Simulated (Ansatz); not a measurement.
# Structure relaxation of CoBi₂

Method: DFT PBE, scalar-relativistic, plane waves, PAW in Ansatz 0.2.0. Cutoff 420 eV, Γ-centred k mesh, Gaussian smearing, collinear spin, first started from parallel moments.

A relaxed cell is given with its space group left out.

```yaml
crystal:
  lattice:
    - [0.00000, 3.30195, 3.30195]
    - [3.30195, 0.00000, 3.30195]
    - [3.30195, 3.30195, 0.00000]
  atoms:
    - { symbol: Co, position: [0.00000, 0.00000, 0.00000] }
    - { symbol: Bi, position: [0.25000, 0.25000, 0.25000] }
    - { symbol: Bi, position: [0.75000, 0.75000, 0.75000] }
```

The zero of energy is the elements' standard structures at the same level; no fitted shifts are applied.

**Question.** What space group does it have?

**Answer.** Fm-3m (No. 225). Conventional cell: a = 6.604 Å. Co has 8 Bi at 2.86 Å; Bi is coordinated by 4 Co at 2.86 Å and 6 Bi at 3.30 Å.

**Question.** How far does it lie from the elements in energy?

**Answer.** 0.23 eV/atom.

**Question.** Is it a metal?

**Answer.** Yes, bands cross the Fermi level on the 12×12×12 mesh.

**Question.** What net moment does it keep?

**Answer.** 0.14 μB per atom, with site moments up to 0.47 μB.

The final run used a 12×12×12 mesh on its 3-atom cell and 0.10 eV smearing. For metals, differences of a few meV/atom aren't resolved. Spin–orbit coupling is left out. The cell came from a trial start, so CoBi₂ may not exist in this structure.

Cost: 2 runs of about 2.1 core-minutes in all, on Intel Xeon Platinum 8488C (Sapphire Rapids) (shared hosts).